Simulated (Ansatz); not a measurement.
in.yaml

```yaml
crystal:
  periodic: [false, false, false]
  atoms:
    - {symbol: C, position_ang: [0.000000, 0.000000, 0.000000]}
    - {symbol: S, position_ang: [0.000000, 0.000000, 1.653700]}
basis:
  gaussian: {orbitals: "6-31++G**"}
total_charge: 1
magnetization: {spin_polarized: false, initial_magnetization: 3}
correlation: {active_space: {window: {electrons: 7, orbitals: 6}}}
scf: {lower_state_search: off}
```

```sh
$ ansatz run in.yaml --threads 1 --pin off --events-out ev --progress --plain --max-ram 2393MiB
```

(1) Roughly how long does this take on 1 thread of Arm Neoverse V2, shared host, and how much host memory?

```
these checks for a lower state are left out or cut short: stability, starts, cluster_reference, orbital_swaps, neighbouring_geometries, increment
365 factors; integrals over basis functions are off by at most 5.5e-4 eV
mean field evaluation 1: about -11830.6980 eV, gradient 8.5e0 eV
mean field evaluation 2: about -11830.7710 eV, gradient 8.6e0 eV
mean field evaluation 4: about -11831.7894 eV, gradient 2.7e0 eV
mean field evaluation 8: about -11832.0053 eV, gradient 4.4e-1 eV
mean field evaluation 16: about -11832.0184 eV, gradient 2.0e-4 eV
mean field -11832.01843427 eV, -434.8186574294 hartree, gradient 4.9e-6 eV, S^2 3.750000; 0 other end points of the search recorded, 0 dependent functions left out
reference -11832.01843427 eV, -434.8186574294 hartree; 12, 9 occupied and 30, 33 virtual orbitals, 365 factors
state -11834.15018299 eV, -434.8969977496 hartree
Total energy: -11834.15018299 eV, -434.8969977496 hartree
Checks for a lower state left out: stability, starts, cluster_reference, orbital_swaps, neighbouring_geometries, increment
```

Natural occupations: 1.9821 1.4175 1.4175 1.0111 0.5859 0.5859.

Results:

(1) 0.24 s wall and 0.07 GiB.
